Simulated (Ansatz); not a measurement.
# C2H6Si (SMILES C[Si]C) at PBE/6-311+G(d,p)

What is the vertical ionisation energy of C2H6Si at PBE/6-311+G**? 

The calculation is run with Ansatz 0.2.0.

34 further runs of the same task are left out: 34 set aside as unsound or not needed.

## Step 1: The molecule

The species is C2H6Si (9 atoms), meant as a singlet with charge 0. SMILES: `C[Si]C`. Geometry: relaxed at PBE0-D4/def2-TZVP.

Bond lengths: C1–Si2 1.896 Å, Si2–C3 1.896 Å, C1–H4 1.102 Å, C1–H5 1.091 Å, C1–H6 1.095 Å, C3–H7 1.095 Å, C3–H8 1.091 Å, C3–H9 1.102 Å. Some angles: C1–Si2–C3 97.8°, Si2–C1–H4 105.3°, Si2–C1–H5 113.7°, Si2–C1–H6 114.0°, Si2–C3–H7 113.9°, Si2–C3–H8 113.7°, Si2–C3–H9 105.3°, H4–C1–H5 107.1°, H4–C1–H6 106.4°, H5–C1–H6 109.8°.

## Step 2: A single-point energy at PBE/6-311+G(d,p)

Contents of input.yaml:

```yaml
crystal:
  periodic: [false, false, false]
  atoms:
    - {symbol: C, position_ang: [-0.527400, 1.047300, -0.805300]}
    - {symbol: Si, position_ang: [0.896800, -0.199700, -0.912800]}
    - {symbol: C, position_ang: [0.601900, -1.069400, 0.746000]}
    - {symbol: H, position_ang: [-1.430700, 0.480400, -1.082200]}
    - {symbol: H, position_ang: [-0.439700, 1.875000, -1.511000]}
    - {symbol: H, position_ang: [-0.703500, 1.436700, 0.202600]}
    - {symbol: H, position_ang: [-0.455600, -1.193000, 1.001000]}
    - {symbol: H, position_ang: [1.117900, -2.026600, 0.837300]}
    - {symbol: H, position_ang: [1.028800, -0.397000, 1.507100]}
basis:
  gaussian:
    orbitals: 6-311+G_st__st_-spherical.json
magnetization:
  spin_polarized: false
  initial_magnetization: 0
hamiltonian:
  xc: pbe
accuracy: high
output: {orbitals: {seedname: orbitals}}
```

The basis set 6-311+G** is read from a file made from the Basis Set Exchange's data (not shown).

On the command line:

```
$ ansatz run input.yaml --threads 1 --pin off --max-ram 3480MiB --events-out events.jsonl --progress --plain --runs-dir runs
```

What it wrote:

```text
Warning: RAYON_NUM_THREADS=1 ignored (pool sized by the plan → 1); use --threads N
Functional definition: PBE
  name "PBE"
  parameter kappa = 0.804
  parameter beta = 0.06672455060314922
  exchange = pbe_x(kappa = kappa, mu = beta*pi^2/3)
  correlation = pbe_c(beta = beta)
2140 factors; integrals over basis functions are off by at most 4.3e-9 eV
mean field evaluation 1: about -10023.3212 eV, gradient 8.9e1 eV
mean field evaluation 2: about -9986.3850 eV, gradient 1.3e2 eV
mean field evaluation 4: about -10041.6009 eV, gradient 6.2e0 eV
mean field evaluation 8: about -10041.7180 eV, gradient 6.4e-2 eV
mean field evaluation 16: about -10041.7180 eV, gradient 6.6e-6 eV
mean field -10041.71800346 eV, -369.0263301063 hartree, gradient 8.9e-8 eV, S^2 0.000000; 0 other end points of the search recorded, 0 dependent functions left out
reference -10041.71800880 eV, -369.0263303024 hartree; 16, 16 occupied and 94, 94 virtual orbitals, 2140 factors
Total energy: -10041.71800880 eV, -369.0263303024 hartree
```

It took 5.7 s on 1 thread of Arm Neoverse V2, shared host; peak memory 0.29 GiB.

## Step 3: The doublet cation, same level

Contents of job.yaml:

```yaml
crystal:
  periodic: [false, false, false]
  atoms:
    - symbol: C
      position_ang: [-0.527400, 1.047300, -0.805300]
    - symbol: Si
      position_ang: [0.896800, -0.199700, -0.912800]
    - symbol: C
      position_ang: [0.601900, -1.069400, 0.746000]
    - symbol: H
      position_ang: [-1.430700, 0.480400, -1.082200]
    - symbol: H
      position_ang: [-0.439700, 1.875000, -1.511000]
    - symbol: H
      position_ang: [-0.703500, 1.436700, 0.202600]
    - symbol: H
      position_ang: [-0.455600, -1.193000, 1.001000]
    - symbol: H
      position_ang: [1.117900, -2.026600, 0.837300]
    - symbol: H
      position_ang: [1.028800, -0.397000, 1.507100]
basis:
  gaussian: {orbitals: 6-311+G_st__st_-spherical.json}
total_charge: 1
magnetization: {spin_polarized: true, initial_magnetization: 1}
hamiltonian: {xc: {name: PBE}}
accuracy: high
output: {orbitals: {seedname: orbitals}}
```

The basis set 6-311+G** is read from a file made from the Basis Set Exchange's data (not shown).

On the command line:

```
$ ansatz run job.yaml --threads 1 --pin off --max-ram 3480MiB --events-out events.jsonl --progress --plain --runs-dir runs
```

What it wrote:

```text
Warning: RAYON_NUM_THREADS=1 ignored (pool sized by the plan → 1); use --threads N
[... 6 set-up lines as earlier in the session ...]
2140 factors; integrals over basis functions are off by at most 4.3e-9 eV
mean field evaluation 1: about -10004.0135 eV, gradient 8.0e1 eV
mean field evaluation 2: about -9916.3666 eV, gradient 1.2e2 eV
mean field evaluation 4: about -10033.0166 eV, gradient 1.1e1 eV
mean field evaluation 8: about -10033.6943 eV, gradient 4.0e-1 eV
mean field evaluation 16: about -10033.6953 eV, gradient 2.3e-4 eV
mean field -10033.69530520 eV, -368.7315013831 hartree, gradient 4.0e-8 eV, S^2 0.751741; 0 other end points of the search recorded, 0 dependent functions left out
reference -10033.69531256 eV, -368.7315016538 hartree; 16, 15 occupied and 94, 95 virtual orbitals, 2140 factors
Total energy: -10033.69531256 eV, -368.7315016538 hartree
```

Wall time 9 s (1 thread of Arm Neoverse V2, shared host); peak memory 0.35 GiB.

## Step 4: Outcome

At PBE/6-311+G**:

| quantity | value |
| --- | --- |
| singlet C2H6Si: total energy | -369.02633 Eh |
| singlet C2H6Si: HOMO energy | -4.97 eV |
| singlet C2H6Si: LUMO energy | -3.00 eV |
| singlet C2H6Si: HOMO–LUMO gap | 1.97 eV |
| doublet cation: total energy | -368.73150 Eh |
| doublet cation: HOMO energy (highest over α and β) | -12.52 eV |
| doublet cation: LUMO energy (lowest over α and β) | -11.01 eV |
| doublet cation: ⟨S²⟩ | 0.752 |
| vertical ionisation energy (to the doublet cation) | 8.023 eV |

In words: Removing an electron at fixed nuclei costs 8.02 eV (185 kcal/mol). −ε(HOMO) before ionisation, 4.97 eV, is 3.05 eV below this ionisation energy.
